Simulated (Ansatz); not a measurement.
`PS`. The species carries charge 0 and has multiplicity 1.

Cartesian coordinates in Å:
```
P 0.0853 -0.7487 -0.2740
S -0.4153 1.1351 0.5498
H 1.4005 -0.8366 0.2525
H 0.5405 -0.2822 -1.5348
H -1.6110 0.7324 1.0064
```

List the harmonic frequencies (cm⁻¹, unscaled) at PBE0-D4/def2-TZVP in Ansatz. (Best estimate.)

Computed: 220, 503, 744, 828, 937, 1137, 2405, 2409, 2715.

Is this a minimum?

Yes, all 9 modes are real.

Give the ideal-gas thermochemistry at 298.15 K and 1 bar (rigid rotor, harmonic oscillator; point group Cs, symmetry number 1).

Zero-point energy 71.2 kJ/mol; H(298) − E = 83.7 kJ/mol; entropy 266.5 J/(mol·K), of which translation 161.1, rotation 91.9, vibration 13.5; G(298) − E = 4.2 kJ/mol.

And at 400, 500, 600, 800 and 1000 K?


```json
{"T (K)": "400", "H − E (kJ/mol)": "89.7", "S (J/mol/K)": "283.7", "G − E (kJ/mol)": "-23.8"}
{"T (K)": "500", "H − E (kJ/mol)": "96.2", "S (J/mol/K)": "298.4", "G − E (kJ/mol)": "-53.0"}
{"T (K)": "600", "H − E (kJ/mol)": "103.4", "S (J/mol/K)": "311.3", "G − E (kJ/mol)": "-83.4"}
{"T (K)": "800", "H − E (kJ/mol)": "118.9", "S (J/mol/K)": "333.7", "G − E (kJ/mol)": "-148.0"}
{"T (K)": "1000", "H − E (kJ/mol)": "135.9", "S (J/mol/K)": "352.6", "G − E (kJ/mol)": "-216.7"}
```

Rotational constants (cm⁻¹)?

3.025, 0.2178, 0.2142.
